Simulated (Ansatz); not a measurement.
Geometry optimisation, Ansatz 0.2.0, RKS r2SCAN/def2-SVP.

The input (input.yaml):

```yaml
crystal:
  periodic: [false, false, false]
  atoms:
    - { symbol: B, position_ang: [0.0, 0.0, 0.0] }
    - { symbol: H, position_ang: [0.0, 0.0, 1.54] }
    - { symbol: H, position_ang: [1.0305, 0.0, -0.595] }
    - { symbol: H, position_ang: [-1.0305, 0.0, -0.595] }
    - { symbol: F, position_ang: [0.0677, -1.5359, 0.5108] }
    - { symbol: H, position_ang: [0.0382, -0.8667, 1.4996] }
basis:
  gaussian: { orbitals: def2-SVP }
hamiltonian:
  xc: r2scan
relax:
  f_tol: 0.15
  max_steps: 25
  restrain:
    - { distance: [0, 4], at: 1.32, k: 30.0 }
    - { distance: [5, 1], at: 0.66, k: 30.0 }
    - { distance: [0, 1], at: 2.39, k: 30.0 }
    - { distance: [5, 4], at: 2.12, k: 30.0 }
```

Launched with:

```bash
$ ansatz run input.yaml --threads 1 --pin off --max-ram 2048MiB --backend cpu --events-out ev --progress --plain --runs-dir out
```

Question: Where does it end, and by what steps?

Answer: The forces met the threshold. The restraints hold the end off the free minimum. After 7 steps the energy has fallen by 2.764 eV (the restraints' own energy left out); B1 moved furthest, 0.56 Å.

```
step  energy less start (eV)  largest force component (eV/Å)  accepted
   0                  0.0000                           3.723       yes
   1                 -0.7809                           5.764       yes
   2                 -2.0703                           4.153       yes
   3                 -2.6547                           2.108       yes
   4                 -2.7254                           2.021       yes
   5                 -2.7511                           0.435        no
   6                 -2.7636                           1.652       yes
   7                 -2.7635                           1.676       yes
```

```xyz
6
Properties=species:S:1:pos:R:3
B 0.017 -0.442 -0.350
H 0.022 0.131 1.973
H 1.071 0.121 -0.527
H -1.062 0.071 -0.536
F 0.045 -1.719 0.004
H 0.013 -0.564 1.796
```

Time of the run: 13 s on 1 thread of Arm Neoverse V1, with other jobs on the host, peak memory 0.11 GiB.
